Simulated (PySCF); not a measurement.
**Gas-phase thermal properties of C₅H₆ (cyclopentadiene)**

Energies from PySCF (xtb for GFN2), thermal terms from the rigid-rotor harmonic-oscillator model, ideal gas at 1 bar. Table values come from the NASA 1993 polynomials. 6-31G* has spherical d functions here. All species are closed-shell singlets. B3LYP is the form with VWN-RPA correlation. The harmonic model lacks anharmonicity and excited electronic states, which grow with temperature; levels with a mode under 35 cm⁻¹ are left out. The table's entry may be an old estimate for C₅H₆ (cyclopentadiene) (not checked at source). Warning, point group unlike the PBE0 one: C₅H₆ (cyclopentadiene) (GFN2-xTB).

| level | point group | σ | ZPE (kJ/mol) | S°298 (J/mol/K) | Cp298 (J/mol/K) | S°1000 (J/mol/K) | H1000 − H298 (kJ/mol) |
|---|---|---|---|---|---|---|---|
| table | - | - | - | 274.2 | 75.4 | 436.8 | 102.6 |
| B3LYP/6-31G* | C2v | 2 | 243.9 | 273.4 | 73.3 | 432.7 | 100.5 |
| GFN2-xTB | Cs | 1 | 237.7 | 279.8 | 74.9 | 441.7 | 102.1 |
| HF/6-31G* | C2v | 2 | 261.8 | 270.2 | 66.7 | 419.8 | 95.0 |
| PBE/def2-SVP | C2v | 2 | 235.4 | 275.3 | 76.9 | 439.5 | 103.3 |
| PBE0/def2-TZVP | C2v | 2 | 243.5 | 273.3 | 73.4 | 432.9 | 100.7 |
σ: rotational symmetry number. Electronic degeneracy used: 1. Frequencies are unscaled.
